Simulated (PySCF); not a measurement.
Compound: 2,2-difluoropropane, C₃H₆F₂.
Numbering: `[CH3:1][C:2]([CH3:3])([F:4])[F:5]` (hydrogens: H6, H7, H8 on C1; H9, H10, H11 on C3)

All values: wB97X-D/pcSseg-2 (PySCF, non-relativistic), on one gas-phase PBE0-D3(BJ)/def2-TZVP geometry that isn't relaxed in the solvent. The solvent is an IEF-PCM continuum (cavity from Bondi-type radii × 1.2). Specific hydrogen bonds and non-electrostatic terms are outside this model.

Gas phase at wB97X-D/pcSseg-2: HOMO -11.44 eV, LUMO 2.29 eV, dipole 2.42 D.

Q: What does the continuum do to the energy, the frontier levels and the dipole at wB97X-D/pcSseg-2 in chloroform?

A: 
```
   solvent      ε  E(solvent) − E(gas) (kJ/mol)  polarisation term (kJ/mol)  distortion of the solute (kJ/mol)  HOMO (eV)  LUMO (eV)  dipole (D)
chloroform  4.711                        -11.70                      -12.93                               1.23     -11.39       2.55        2.84
```

The first energy column is the sum of the next two and covers electrostatics alone.

Q: Which radius a makes the point-dipole formula ΔE = −[(ε − 1)/(2ε + 1)]·μ²/a³ give the value in chloroform, with the gas-phase dipole?

A: μ = 0.950 au and |ΔE| = 0.00446 Eh give a = 2.20 Å; the farthest nucleus lies 2.17 Å from the centroid of the nuclei. The formula assumes a rigid point dipole at the centre of a sphere.

wB97X-D is run here without its empirical dispersion term; that term would change no orbital, density or response property at a fixed geometry.
